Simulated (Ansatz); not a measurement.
`C#COCF` → `[CH2]F`• + `C#C[O]`•  (homolysis of the C–O bond)

Gas-phase electronic energies from Ansatz, PBE0-D4/def2-TZVP geometries. CCSD(T)/CBS adds triple-zeta CCSD(T) − MP2 to the extrapolated MP2 energy (def2 sets, frozen cores). This one scheme is used for every species. Functionals use def2-TZVPP. Open shells (•) are unrestricted, without spin–orbit coupling. Each species was taken in one conformer, which may not be the lowest.

`C#COCF`:

Cartesian coordinates in Å:
```
C -0.076 2.043 0.468
C 0.265 1.029 -0.072
O 0.644 -0.059 -0.665
C -0.029 -1.223 -0.205
F 0.478 -2.246 -0.913
H -0.365 2.952 0.936
H 0.181 -1.369 0.858
H -1.100 -1.128 -0.407
```

`[CH2]F`•:

```xyz
4

C    -0.135   -0.054    0.018
F     0.369    1.103   -0.407
H    -0.131   -0.189    1.091
H    -0.104   -0.860   -0.703
```

`C#C[O]`•:

Cartesian coordinates in Å:
```
C 0.319 -0.133 0.661
C -0.204 -0.133 -0.516
O -0.643 -0.314 -1.581
H 0.528 0.579 1.436
```

```
         level  ΔE (kcal/mol)
           PBE           51.2
CCSD/CBS(def2)           60.3
```

Problem. What does CCSD(T)/CBS give? (Best estimate.)

Solution. Ansatz gave: +61.5 kcal/mol. The listed levels differ from it by -10.3, -1.2 kcal/mol.

Problem. What do rigid-rotor, harmonic-oscillator terms from PBE0-D4/def2-TZVP frequencies (298.15 K, 1 bar) make of the CCSD(T)/CBS value? (Best estimate.)

Solution. The calculation gave: ΔZPE = -6.4 kcal/mol, ΔH = +56.3 kcal/mol, ΔS = 172 J/(mol·K), ΔG = +44.1 kcal/mol. Open shells count their whole term as degenerate.

Largest T1 diagnostic among the species: 0.023.

The D4 term adds +2.0 kcal/mol with B3LYP and +1.1 kcal/mol with PBE0; it sums over pairs of atoms, weighted by their polarisabilities, and B3LYP, whose exchange is more repulsive, gets the larger term. From BLYP to BHLYP (50 % exact exchange), in def2-TZVPP and without D4, ΔE moves by +6.7 kcal/mol.

B3LYP here is the variant with VWN-RPA as its local correlation; programs differ in this.
